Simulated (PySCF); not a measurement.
Isomers of C4H9Cl: computed energies against enthalpies of formation

**The experiment to reproduce.**

CRC Handbook of Chemistry and Physics lists, for the gas at 298.15 K: enthalpy of formation of `CC(C)(C)Cl` -182.2 kJ/mol; enthalpy of formation of `CC(C)CCl` (1-chloro-2-methylpropane) -159.3 kJ/mol; enthalpy of formation of `CCCCCl` -154.4 kJ/mol.

The runs below try to reproduce these values; the comparison stands at the end.

Differences of these values give the isomerisation enthalpies. Geometries: PBE0-D3(BJ)/def2-SVP; runs in PySCF, gas phase, with a dispersion term only where the level names one. Total electronic energies (Eh):

```
    SMILES  PBE0-D3(BJ)/def2-SVP
CC(C)(C)Cl            -617.46375
  CC(C)CCl            -617.45718
    CCCCCl            -617.45458
```

Geometry of `CC(C)(C)Cl` (Å):
```
atom  x, y, z in Å
C1    -1.279    0.696    0.044
C2     0.030   -0.020    0.326
C3     1.225    0.768   -0.184
C4     0.022   -1.442   -0.211
Cl5    0.200   -0.135    2.145
H6    -1.424    0.789   -1.045
H7    -2.130    0.138    0.461
H8    -1.278    1.704    0.482
H9     1.245    1.777    0.252
H10    2.167    0.262    0.070
H11    1.166    0.863   -1.281
H12   -0.080   -1.423   -1.308
H13   -0.819   -2.014    0.206
H14    0.956   -1.963    0.043
```

Geometry of `CC(C)CCl` (Å):
```
atom  x, y, z in Å
C1     0.889   -1.137   -0.434
C2    -0.393   -0.498    0.080
C3    -0.365    1.021   -0.067
C4    -1.628   -1.043   -0.623
Cl5   -1.865   -2.796   -0.347
H6     1.763   -0.772    0.126
H7     1.048   -0.896   -1.499
H8     0.851   -2.231   -0.337
H9    -0.500   -0.742    1.152
H10    0.502    1.448    0.459
H11   -0.286    1.315   -1.127
H12   -1.272    1.489    0.346
H13   -1.560   -0.898   -1.712
H14   -2.539   -0.546   -0.264
```

Geometry of `CCCCCl` (Å):
```
atom  x, y, z in Å
C1    -1.9581   -0.0762   -0.2994
C2    -0.4793   -0.0466   -0.6519
C3     0.4204    0.0404    0.5752
C4     1.8891    0.0694    0.2129
Cl5    2.9285    0.1799    1.6656
H6    -2.1983   -0.9412    0.3391
H7    -2.5870   -0.1414   -1.1997
H8    -2.2550    0.8309    0.2507
H9    -0.2188   -0.9485   -1.2336
H10   -0.2735    0.8101   -1.3177
H11    0.2330   -0.8170    1.2435
H12    0.1782    0.9447    1.1586
H13    2.1318    0.9363   -0.4185
H14    2.1902   -0.8406   -0.3259
```

Zero-point and thermal terms are left out, so the computed numbers are electronic energies.

**Comparison with experiment**

Relative to `CC(C)(C)Cl`, the lowest by measurement, in kJ/mol (measured: enthalpies at 298.15 K; computed: electronic energies):

```tsv
SMILES	measured	PBE0-D3(BJ)/def2-SVP
CC(C)(C)Cl	0.0	0.0
CC(C)CCl	22.9	17.3
CCCCCl	27.8	24.1
```

Measured values: -182.2 kJ/mol (298.15 K; CRC Handbook of Chemistry and Physics) for the first row; the others come from the same table. Mean unsigned miss over the other isomers: PBE0-D3(BJ)/def2-SVP 4.6 kJ/mol. One conformer stands for `CC(C)CCl` and `CCCCCl`, not necessarily the lowest, while the measurement averages over conformers. Where a level misses, the cause wasn't examined.
